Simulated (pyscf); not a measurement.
Optimised with ωB97X-D3(BJ)/def2-SVP in PySCF.

### Question
For methane (CH₄) + trichlorosilane (Cl–SiH(Cl)–Cl) -> H₃C–SiH(Cl)–Cl + hydrogen chloride (HCl), a four-centre exchange (singlet surface; C–H, Cl–Si broken, C–Si, Cl–H formed), PBE/def2-TZVP gives ΔE‡ = 59.7 kcal/mol and ΔE = +21.7 kcal/mol (zero: the separated reactants). In which direction and how far do r²SCAN/def2-TZVP, PBE0-D3(BJ)/def2-TZVP, ωB97M-D3(BJ)/def2-TZVP move these?

### Answer
r²SCAN: ΔE‡ = 62.2 kcal/mol, ΔE = +22.5 kcal/mol; PBE0-D3(BJ): ΔE‡ = 60.8 kcal/mol, ΔE = +21.4 kcal/mol; ωB97M-D3(BJ): ΔE‡ = 65.4 kcal/mol, ΔE = +21.3 kcal/mol. PBE's barrier lies under all of them, by 1.1 to 5.7 kcal/mol. Its reaction energy lies among theirs. One saddle was located; it need not be the lowest between these sides.
